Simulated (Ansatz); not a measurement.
A made-up structure of C2HSi, doublet:

| atom | x (Å) | y (Å) | z (Å) |
| --- | --- | --- | --- |
| C1 | -0.3827 | -0.7257 | 0.6897 |
| Si2 | -1.0329 | -0.4458 | -1.0140 |
| C3 | 0.3066 | 0.2252 | 0.1247 |
| H4 | -0.9277 | -1.5868 | -1.8527 |

It is relaxed with PBE-D4/def2-SVP and then PBE0-D4/def2-TZVP (Ansatz 0.2.0). Atoms count as bonded within 1.22 times the sum of their covalent radii (H–H: 0.88 Å). The end point is not checked to be a true minimum.

Task: Does its bonding change? (Judge from chemistry; the calculation decides.)

Result: The calculation gives: No: no bond forms or breaks.

Where it ends: The first stage lowers the energy by 0.12 eV in 8 steps. It ends as C₂HSi ([C]1[C][SiH]1):
```
4
angstrom
C -0.3803 -0.6750 0.7168
Si -1.0449 -0.4452 -0.9633
C 0.3067 0.1921 0.1130
H -0.9183 -1.6049 -1.9187
```

Labels in which every atom is bracketed show which atoms are joined, not bond orders.

For scale, one of the runs: PBE0-D4/def2-TZVP relaxation, 105 basis functions, launched by `ansatz run in.yaml --threads 2 --pin off --events-out ev --progress --plain --max-ram 4352MiB`. The run took about 16 s on 2 CPU threads of an Arm Neoverse V2 (shared host).
